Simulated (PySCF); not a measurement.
Gas-phase reaction: AlCl2 + HCl ⇌ AlHCl2 + Cl

Method: PySCF energies plus ideal-gas RRHO corrections (1 bar). † marks an energy on the PBE0/def2-TZVP geometry and frequencies; other levels use their own. 6-31G* has spherical d functions here. Open shells (unrestricted): AlCl2 (multiplicity 2), Cl (multiplicity 2, electronic degeneracy 6); the rest are closed-shell singlets. Spin-orbit splitting is ignored; it lowers the true energy and changes the entropy of Cl. B3LYP is the form with VWN-RPA correlation. AlHCl2: computed as isolated molecules; such fragments, hydroxides, amides, oligomers or adducts are transient or little studied in the gas. The harmonic model lacks anharmonicity and excited electronic states, which grow with temperature; levels with a mode under 35 cm⁻¹ are left out.

```json
[
 {"level": "B3LYP/6-31G*", "ΔE electronic, kJ": "63", "ΔH°(298 K), kJ": "63", "ΔS°(298 K), J/K": "-20", "ΔG°(2000 K), kJ": "90"},
 {"level": "B3LYP/def2-TZVP†", "ΔE electronic, kJ": "78", "ΔH°(298 K), kJ": "77", "ΔS°(298 K), J/K": "-20", "ΔG°(2000 K), kJ": "103"},
 {"level": "M06-2X/def2-TZVP†", "ΔE electronic, kJ": "93", "ΔH°(298 K), kJ": "92", "ΔS°(298 K), J/K": "-20", "ΔG°(2000 K), kJ": "118"},
 {"level": "PBE/def2-TZVP†", "ΔE electronic, kJ": "104", "ΔH°(298 K), kJ": "103", "ΔS°(298 K), J/K": "-20", "ΔG°(2000 K), kJ": "129"},
 {"level": "LDA/def2-TZVP†", "ΔE electronic, kJ": "127", "ΔH°(298 K), kJ": "126", "ΔS°(298 K), J/K": "-20", "ΔG°(2000 K), kJ": "152"}
]
```
ΔH° is lowest at B3LYP/6-31G* and highest at LDA/def2-TZVP†. No reference value is set beside these.
